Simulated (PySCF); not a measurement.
## NaC, r²SCAN: how much the basis matters

PySCF, UKS reference; quartet, unpaired electrons σ ↑, π ↑↑; De to Na + C without counterpoise correction.

```json
{"basis": "cc-pVDZ", "relativity": "no relativity", "functions": "32", "Re (Å)": "2.246", "ωe (cm⁻¹)": "430", "De (eV)": "2.14", "μ (D)": "-7.27"}
{"basis": "aug-pcseg-1", "relativity": "no relativity", "functions": "37", "Re (Å)": "2.263", "ωe (cm⁻¹)": "425", "De (eV)": "2.21", "μ (D)": "-7.82"}
{"basis": "x2c-TZVPPall", "relativity": "spin-free X2C", "functions": "63", "Re (Å)": "2.238", "ωe (cm⁻¹)": "432", "De (eV)": "2.20", "μ (D)": "-7.53"}
```

Question: How does each smaller set differ from the one with most functions, x2c-TZVPPall?

Answer: cc-pVDZ: +0.8 pm, -0.5 % in ωe, -0.06 eV in De; aug-pcseg-1: +2.5 pm, -1.6 % in ωe, +0.01 eV in De. All at r²SCAN; the set with most functions is neither the basis-set limit nor always the best. The rows treat relativity differently, so the differences are not basis effects alone.

A positive dipole means Na(−)C(+). The state is the lowest determinant that a PBE0 search found; another state may lie lower at other levels.
